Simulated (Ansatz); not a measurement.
Input file:

```yaml
crystal:
  periodic: [false, false, false]
  atoms:
    - {symbol: Ge, position_ang: [0.000000, 0.000000, 0.080265]}
    - {symbol: C, position_ang: [0.000000, 0.000000, -1.701841]}
    - {symbol: H, position_ang: [0.000000, 0.000000, 1.621576]}
basis:
  gaussian: {orbitals: cc-pVDZ}
total_charge: 1
magnetization: {spin_polarized: false}
correlation: {method: ccsdtq, electrons: outside_noble_gas}
```

```sh
$ ansatz run in.yaml --threads 2 --pin off --events-out ev --progress --plain --max-ram 24576MiB --backend cuda --devices 0, --max-vram 18GiB
```

The program prints:

```
866 factors; integrals over basis functions are off by at most 2.4e-7 eV
mean field evaluation 1: about -57501.7914 eV, gradient 2.3e1 eV
mean field evaluation 2: about -57501.8296 eV, gradient 2.3e1 eV
mean field evaluation 4: about -57503.7367 eV, gradient 1.8e0 eV
mean field evaluation 8: about -57503.7749 eV, gradient 3.8e-1 eV
mean field evaluation 16: about -57502.7603 eV, gradient 1.6e1 eV
mean field evaluation 32: about -57503.7786 eV, gradient 7.4e-7 eV
mean field evaluation 64: about -57499.8182 eV, gradient 3.1e-2 eV
mean field evaluation 96: about -57500.1450 eV, gradient 2.8e1 eV
mean field evaluation 128: about -57489.3807 eV, gradient 8.7e-2 eV
mean field evaluation 160: about -57494.7439 eV, gradient 1.4e1 eV
...
cycle  30  -6.10007242 eV  change    6.5e-6 eV  update   9.6e-6
cycle  31  -6.10005064 eV  change    2.2e-5 eV  update   7.0e-6
cycle  32  -6.10004448 eV  change    6.2e-6 eV  update   3.4e-6
cycle  33  -6.10003502 eV  change    9.5e-6 eV  update   2.7e-6
cycle  34  -6.10003297 eV  change    2.1e-6 eV  update   2.1e-6
cycle  35  -6.10003222 eV  change    7.5e-7 eV  update   1.3e-6
cycle  36  -6.10003324 eV  change   -1.0e-6 eV  update   7.8e-7
cycle  37  -6.10003303 eV  change    2.1e-7 eV  update   4.1e-7
cycle  38  -6.10003284 eV  change    1.9e-7 eV  update   2.0e-7
cycle  39  -6.10003280 eV  change    4.4e-8 eV  update   2.0e-7
WARN: these amplitudes may be one of several solutions (largest doubles amplitude 0.85, level shift 0.00 eV)
Total energy: -57509.87863941 eV, -2113.4490584026 hartree
```

Ran on 2 threads of AMD EPYC 7R13 with a shared H100 80 GB, shared host: 35 s wall, 0.84 GiB peak host memory.
